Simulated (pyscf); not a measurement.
Optimised with ωB97X-D3(BJ)/def2-SVP in PySCF. MP2 and CC: frozen core, UHF for open shells. ΔMP2 is the change of the MP2 total energy from the triple- to the quadruple-zeta basis.

Task: F–In(F)–F + H• -> HF + [F–In–F]•
Surface: doublet. Broken: F–In. Formed: F–H. Give ΔE‡ and ΔE from CCSD(T)/def2-TZVPP + ΔMP2(QZVPP), relative to the separated reactants.

Result: ΔE‡ = 50.9 kJ/mol, ΔE = -152.6 kJ/mol. Zero-point energy shifts the barrier by +0.6 kJ/mol. It is an atom transfer, with an imaginary mode of 1578i cm⁻¹. On the product side the descent ends in an adduct with a F–In contact (not fully relaxed), 57.5 kJ/mol under the separated species and 245.2 kJ/mol under the saddle at ωB97X-D3(BJ)/def2-TZVP. What is counted as broken (F–In) persists as a longer contact in the product adduct; parting that adduct is a step of its own. One saddle was located; it need not be the lowest between these sides. The angle at the transferred F is 180°. The CCSD(T) − MP2 part came from Ansatz, without density fitting, on the same reference. The frozen core leaves the outer d or s,p core shells of the metals and heavy elements correlated in the MP2 and CC values, and def2-TZVPP describes them poorly, which can shift differences by a few kcal/mol. Elements past Kr carry the def2 core potentials, without spin-orbit coupling.
